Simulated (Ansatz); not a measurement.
Density of states of TiN (Fm-3m, a = 4.232 Å, b = 4.232 Å, c = 4.232 Å, α = 90.00°, β = 90.00°, γ = 90.00°), in states per eV and primitive cell, averaged over bins of 0.4 eV. All numbers below come from DFT r2SCAN, scalar-relativistic, plane waves, PAW (Ansatz 0.2.0).

Plane waves to 500 eV, a k mesh through Γ of 18×18×18 on the computed 2-atom cell and Gaussian smearing (0.10 eV); no spin polarisation.

The cell is relaxed at this level. The states (both spins) are summed by tetrahedra on a 27×27×27 mesh at the self-consistent density. Energies are bin centres; the table starts no lower than −8 eV and ends at 6 eV, or lower where the solved bands end.

It is a metal at this level.

| E − E_F (eV) | total | Ti 3d | N 2p | N 2s | Ti 4s |
| --- | --- | --- | --- | --- | --- |
| -7.85 | 0.43 | 0.11 | 0.25 | 0.01 | 0.05 |
| -7.45 | 0.88 | 0.22 | 0.52 | 0.01 | 0.09 |
| -7.05 | 1.26 | 0.28 | 0.80 | 0.02 | 0.12 |
| -6.65 | 1.02 | 0.20 | 0.70 | 0.01 | 0.07 |
| -6.25 | 0.75 | 0.12 | 0.56 | 0.01 | 0.02 |
| -5.85 | 2.64 | 0.81 | 1.73 | 0.02 | 0.01 |
| -5.45 | 2.87 | 0.94 | 1.86 | 0.01 | 0.01 |
| -5.05 | 1.71 | 0.53 | 1.12 | 0.01 | 0.01 |
| -4.65 | 1.23 | 0.36 | 0.83 | 0.01 | 0.00 |
| -4.25 | 0.93 | 0.24 | 0.66 | 0.00 | 0.00 |
| -3.85 | 0.67 | 0.14 | 0.51 | 0.00 | 0.00 |
| -3.45 | 0.22 | 0.05 | 0.17 | 0.00 | 0.00 |
| -3.05 | 0.12 | 0.03 | 0.09 | 0.00 | 0.00 |
| -2.65 | 0.10 | 0.05 | 0.05 | 0.00 | 0.00 |
| -2.25 | 0.12 | 0.10 | 0.03 | 0.00 | 0.00 |
| -1.85 | 0.20 | 0.16 | 0.04 | 0.00 | 0.00 |
| -1.45 | 0.29 | 0.23 | 0.05 | 0.00 | 0.00 |
| -1.05 | 0.41 | 0.33 | 0.07 | 0.00 | 0.00 |
| -0.65 | 0.59 | 0.49 | 0.08 | 0.00 | 0.00 |
| -0.25 | 0.73 | 0.62 | 0.10 | 0.00 | 0.00 |
| 0.15 | 0.88 | 0.75 | 0.11 | 0.01 | 0.00 |
| 0.55 | 1.10 | 0.95 | 0.13 | 0.01 | 0.01 |
| 0.95 | 1.44 | 1.27 | 0.13 | 0.01 | 0.01 |
| 1.35 | 1.97 | 1.76 | 0.17 | 0.01 | 0.01 |
| 1.75 | 2.92 | 2.67 | 0.20 | 0.02 | 0.02 |
| 2.15 | 3.32 | 2.80 | 0.45 | 0.01 | 0.04 |
| 2.55 | 2.41 | 2.14 | 0.23 | 0.02 | 0.01 |
| 2.95 | 0.81 | 0.60 | 0.15 | 0.04 | 0.01 |
| 3.35 | 1.11 | 0.79 | 0.17 | 0.11 | 0.01 |
| 3.75 | 1.23 | 0.84 | 0.19 | 0.15 | 0.02 |
| 4.15 | 1.48 | 0.98 | 0.27 | 0.16 | 0.03 |
| 4.55 | 1.20 | 0.77 | 0.29 | 0.09 | 0.02 |
| 4.95 | 1.04 | 0.65 | 0.30 | 0.05 | 0.01 |
| 5.35 | 0.92 | 0.56 | 0.30 | 0.02 | 0.00 |
| 5.75 | 0.75 | 0.45 | 0.27 | 0.01 | 0.00 |

The columns after the total are the main Löwdin projections on the occupied valence shells of the potentials; 2 others are left out. The rest of the total lies in those, in shells that are empty in the free atom, which aren't projected, and between the atoms.

Spin polarisation was left out, and a magnetic state may lie lower.

A ferromagnetic start lost its moments in a first run, so spin was left out; other magnetic orders weren't tried.

Cost: 1 run of about 0.48 core-minutes, on Arm Neoverse V2 (shared hosts).